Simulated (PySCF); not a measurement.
# Cost of response and excited-state runs on SMILES C(N)=C=CC=O, C$_{4}$H$_{5}$NO

Atom-mapped SMILES (the numbers label the heavy atoms): `[NH2:1][CH:2]=[C:3]=[CH:4][CH:5]=[O:6]`. Each H is labelled by its parent atom.

PySCF with density fitting, on 1 thread of an Arm Neoverse V2, shared host. Command: `OMP_NUM_THREADS=1 python excited_run.py task.json out`

(1) How long does each of these runs take, and how much memory?
- first hyperpolarisability, B3LYP/def2-SVPD; wavelengths [1907, 1340] nm
- excited states, CAM-B3LYP/def2-SVP; Tamm-Dancoff; spin-orbit couplings; 8 states; 6 triplets; quadratic response for 4 states
- excited states, CAM-B3LYP/def2-SVPD; two-photon moments; 6 states; quadratic response for 5 states; 0 triplets

Answers

(1) 
```
                      run                level  basis functions  wall time  peak memory (GiB)
first hyperpolarisability      B3LYP/def2-SVPD              163       18 s               0.59
           excited states   CAM-B3LYP/def2-SVP              109       12 s               0.52
           excited states  CAM-B3LYP/def2-SVPD              163       26 s               0.62
```
Times from a shared host are rough.
